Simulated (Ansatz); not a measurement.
# SiO (SMILES O=[Si]): functionals against CCSD(T) at one geometry

A test off equilibrium: a structure displaced at random from a GFN2-xTB minimum is computed at several levels, and each is set against CCSD(T).

Program: Ansatz 0.2.0, Gaussian basis. Level of theory: single points in def2-TZVPP. These are calculated values, not measurements.

Cores are frozen in the correlated methods.

## (1) The system as given

SMILES `O=[Si]`, 2 atoms, charge 0, spin multiplicity 1.

Atoms are counted from 1 here; the program's logs count them from 0.

Bond lengths: O1–Si2 1.707 Å.

Coordinates:

```xyz
2
OSi
O    -0.76250    0.31450   -0.51560
Si    0.61560   -0.28550    0.29260
```

## (2) CCSD(T)/def2-TZVPP

run/in.yaml reads:

```yaml
crystal:
  periodic: [false, false, false]
  atoms:
    - {symbol: O, position_ang: [-0.762500, 0.314500, -0.515600]}
    - {symbol: Si, position_ang: [0.615600, -0.285500, 0.292600]}
basis:
  gaussian: {orbitals: def2-TZVPP}
correlation: {method: ccsd_t}
output: {forces: true}
```

No record of the launch command was kept for these runs.

## (3) PBE0-D4/def2-TZVPP

run/in.yaml: that of step 2 with these lines changed.

```diff
@@ -7,3 +7,3 @@
   gaussian: {orbitals: def2-TZVPP}
-correlation: {method: ccsd_t}
-output: {forces: true}
+hamiltonian: {xc: pbe0, dispersion: d4}
+output: {forces: true, orbitals: {seedname: orbitals}}
```

## (4) wB97M-V/def2-TZVPP

run/in.yaml: that of step 3 with these lines changed.

```diff
@@ -7,3 +7,3 @@
   gaussian: {orbitals: def2-TZVPP}
-hamiltonian: {xc: pbe0, dispersion: d4}
-output: {forces: true, orbitals: {seedname: orbitals}}
+hamiltonian: {xc: {name: wB97M-V}}
+output: {forces: true}
```

## (5) r2SCAN-D4/def2-TZVPP

run/in.yaml: that of step 4 with these lines changed.

```diff
@@ -7,3 +7,3 @@
   gaussian: {orbitals: def2-TZVPP}
-hamiltonian: {xc: {name: wB97M-V}}
+hamiltonian: {xc: r2scan, dispersion: d4}
 output: {forces: true}
```

## (6) PBE-D4/def2-TZVPP

run/in.yaml: that of step 5 with these lines changed.

```diff
@@ -7,3 +7,3 @@
   gaussian: {orbitals: def2-TZVPP}
-hamiltonian: {xc: r2scan, dispersion: d4}
+hamiltonian: {xc: pbe, dispersion: d4}
 output: {forces: true}
```

## (7) revPBE-D4/def2-TZVPP

run/in.yaml: that of step 6 with these lines changed.

```diff
@@ -7,3 +7,3 @@
   gaussian: {orbitals: def2-TZVPP}
-hamiltonian: {xc: pbe, dispersion: d4}
+hamiltonian: {xc: {name: revPBE}, dispersion: d4}
 output: {forces: true}
```

## (8) B97M-V/def2-TZVPP

run/in.yaml: that of step 7 with these lines changed.

```diff
@@ -7,3 +7,3 @@
   gaussian: {orbitals: def2-TZVPP}
-hamiltonian: {xc: {name: revPBE}, dispersion: d4}
+hamiltonian: {xc: {name: B97M-V}}
 output: {forces: true}
```

(Steps that only read results are left out.)

Before running it: what results should come out? Wanted: energy less free atoms, CCSD(T)/def2-TZVPP; RMS force component; RMS force error; HOMO and LUMO, PBE0-D4; T1 diagnostic.

**Answer**, as computed:

```
                                  quantity                                                                                            value
energy less free atoms, CCSD(T)/def2-TZVPP                                                                                        -7.250 eV
                       RMS force component                                                             3.277 to 4.222 eV/Å over the methods
                           RMS force error  PBE0-D4 0.493, wB97M-V 0.631, r2SCAN-D4 0.230, PBE-D4 0.217, revPBE-D4 0.314, B97M-V 0.409 eV/Å
                    HOMO and LUMO, PBE0-D4                                                                               -8.59 and -2.55 eV
                             T1 diagnostic                                                                                            0.040
```

Against CCSD(T) the functionals' energies less atoms differ by -0.650 to +0.174 eV, PBE-D4 by -0.650 eV. A larger basis would deepen the CCSD(T) value, while the functionals are nearly converged already, so the order here is not reliable. For forces PBE-D4 does best and wB97M-V worst. Frozen-core CCSD(T) forces in triple zeta carry basis errors of their own, and this is one geometry, so small gaps rank nothing. The T1 diagnostic is large here, over the usual mark for main-group molecules (transition-metal compounds often pass it harmlessly), so CCSD(T) itself may be off. The restricted Hartree–Fock reference is unstable towards an unrestricted one at one or more of these structures.
